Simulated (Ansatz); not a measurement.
Cost and result for the atomization energy of BH₅OSi, SMILES `BO[SiH3]` (8 atoms, 7 bonds).

Total charge 0; spin multiplicity 1. All single points use the PBE0-D4/def2-TZVP geometry. Program: Ansatz. All runs use 4 threads of an Arm Neoverse V2 on a shared host. Times are those of one run each, without the atoms' runs, and a repeat can differ threefold. Electronic energies, without spin–orbit coupling; frozen cores. CCSD(T)/CBS adds CCSD(T) − MP2 in def2-TZVPP to the MP2 limit, and its time is that of the two runs behind it. T1 = 0.013. B3LYP takes the VWN-RPA correlation (the form of Gaussian; ORCA's B3LYP/G).

CCSD(T)/CBS is a level of theory with its own doubt, some kJ/mol a heavy atom from the limit and from the frozen cores, so smaller differences don't rank the functionals.

```
                             level  functions  wall time  atomization (kJ/mol)  difference from CCSD(T)/CBS  per bond
                  CCSD(T)/def2-SVP         71      0.6 s                2626.6                       -156.8     -22.4
                PBE0-D4/def2-TZVPP        174        1 s                2746.1                        -37.3      -5.3
               BHLYP-D4/def2-TZVPP        174        1 s                2743.0                        -40.4      -5.8
           CAM-B3LYP-D4/def2-TZVPP        174      1.1 s                2807.2                         23.8       3.4
 B3LYP-D4/def2-TZVPP (with forces)        174      1.2 s                2788.9                          5.5       0.8
                 B2PLYP/def2-TZVPP        174      1.6 s                2763.8                        -19.6      -2.8
               PBE-QIDH/def2-TZVPP        174      1.6 s                2749.5                        -33.9      -4.8
r2SCAN-D4/def2-TZVPP (with forces)        174      1.8 s                2784.6                          1.2       0.2
                ωB97X-V/def2-TZVPP        174      2.8 s                2793.3                          9.9       1.4
  ωB97M-V/def2-TZVPP (with forces)        174      3.7 s                2792.2                          8.8       1.3
                    MP2/def2-QZVPP        334      4.2 s                2785.0                          1.6       0.2
                CCSD(T)/def2-TZVPP        174       11 s                2718.5                        -64.9      -9.3
                 CCSD(T)/CBS(def2)          –       15 s                2783.4                          0.0       0.0
```

In def2-TZVPP, CCSD(T) changes the Hartree–Fock value by +559.9 kJ/mol (the triples alone add +25.0 kJ/mol) and MP2 by +587.0 kJ/mol; breaking electron pairs costs correlation energy, which Hartree–Fock lacks. The D4 term adds +18.0 kJ/mol with B3LYP and +9.3 kJ/mol with PBE0; it sums over pairs of atoms, weighted by their polarisabilities, and B3LYP, whose exchange is more repulsive, gets the larger term. At CCSD(T), def2-SVP lies −156.8 kJ/mol from the extrapolated value and def2-TZVPP −64.9 kJ/mol: correlation converges slowly with the basis, and small sets miss more of it in the bonded molecule than in its fragments.
